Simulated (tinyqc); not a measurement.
RKS/B3LYP (VWN-RPA form) in the sto-3g basis, for H2O, spin multiplicity 1, step by step. Computed by tinyqc, a small Python program that keeps every step (integrals from PySCF). Settings: charge = 0, multiplicity = 1, basis = sto-3g, energy threshold = 1e-09, iteration cap = 72, orthogonalisation = symmetric, start = highest core orbitals, DIIS depth = 0, method = RKS, functional = b3lyp, grid = [10, 86]. Command: `OMP_NUM_THREADS=1 python tinyqc.py 20028 20029 out.jsonl` (the two numbers bound the seeds that draw the settings). One thread of a shared host (Intel(R) Xeon(R) Processor @ 2.60GHz), about 1 s of CPU time with the checks.

Geometry (angstrom):
```
atom,x,y,z
O,0.0000,0.0000,0.0000
H,0.0000,1.0000,0.9360
H,0.0000,-1.0000,0.9360
```

Stop when the energy changes by less than 1e-09 hartree and every element of the error matrix X^T (F D S - S D F) X is below 9e-06.

Course of the cycle:
```
iteration,E (hartree),change,largest element of the error matrix
1,-28.879341,-,2.12e-01
2,-73.629541,-4.48e+01,3.82e-01
3,-73.742723,-1.13e-01,5.53e-01
4,-73.959538,-2.17e-01,4.78e-01
5,-73.838896,1.21e-01,5.72e-01
6,-73.979506,-1.41e-01,4.82e-01
7,-73.843073,1.36e-01,5.73e-01
8,-73.980411,-1.37e-01,4.83e-01
9,-73.843265,1.37e-01,5.73e-01
10,-73.980453,-1.37e-01,4.83e-01
11,-73.843274,1.37e-01,5.73e-01
12,-73.980455,-1.37e-01,4.83e-01
13,-73.843275,1.37e-01,5.73e-01
14,-73.980455,-1.37e-01,4.83e-01
...,...,...,...
59,-73.843275,1.37e-01,5.73e-01
60,-73.980455,-1.37e-01,4.83e-01
61,-73.843275,1.37e-01,5.73e-01
62,-73.980455,-1.37e-01,4.83e-01
63,-73.843275,1.37e-01,5.73e-01
64,-73.980455,-1.37e-01,4.83e-01
65,-73.843275,1.37e-01,5.73e-01
66,-73.980455,-1.37e-01,4.83e-01
67,-73.843275,1.37e-01,5.73e-01
68,-73.980455,-1.37e-01,4.83e-01
69,-73.843275,1.37e-01,5.73e-01
70,-73.980455,-1.37e-01,4.83e-01
71,-73.843275,1.37e-01,5.73e-01
72,-73.980455,-1.37e-01,4.83e-01
```

Can the last value be used, and what does the course show?

Not by the stop rule. Not converged within the cap of 72 iterations: the residual has stopped falling: the iteration swings between two states. Reruns (cap 100 unless said): DIIS 8: converged in 16; damping 0.5: converged in 37; level shift 0.5: converged in 19; atomic densities as start, DIIS 8: converged in 8; the original settings with a cap of 400: not converged. PySCF RKS in the same basis, fine grid = -75.214314 hartree, which differs from a converged run on this coarse grid by the grid error.
